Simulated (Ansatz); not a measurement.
# Worked example: vertical energy of the triplet above the singlet of C4H5N (SMILES C/C=C/C#N)

C4H5N has 10 atoms, charge 0, and is taken as a singlet. As SMILES, `C/C=C/C#N`. The shape is that of a PBE0-D4/def2-TZVP optimisation.

Both states at this one shape; open shells run unrestricted unless said. 1 Eh = 27.2114 eV.

| level | program | singlet C4H5N (Eh) | triplet C4H5N (Eh) |
| --- | --- | --- | --- |
| HF/cc-pVDZ | Ansatz | -208.826264 | -208.716137 |
| SVWN5/cc-pVDZ | Ansatz | -208.253197 | -208.105702 |
| wB97M-V/cc-pVDZ | Ansatz | -210.070451 | -209.921860 |

Question: Work out the vertical gap, second state less first, at each level.

Answer: 
1. HF/cc-pVDZ: -208.716137 − (-208.826264) = 0.110127 Eh = 3.00 eV.
2. SVWN5/cc-pVDZ: -208.105702 − (-208.253197) = 0.147495 Eh = 4.01 eV.
3. wB97M-V/cc-pVDZ: -209.921860 − (-210.070451) = 0.148591 Eh = 4.04 eV.

No measured value is set beside it here; the levels span 3.00 to 4.04 eV. Hartree–Fock favours the state with fewer electron pairs, since it lacks pair correlation. The reference of the second state is spin-contaminated at HF/cc-pVDZ (⟨S²⟩ = 2.15).
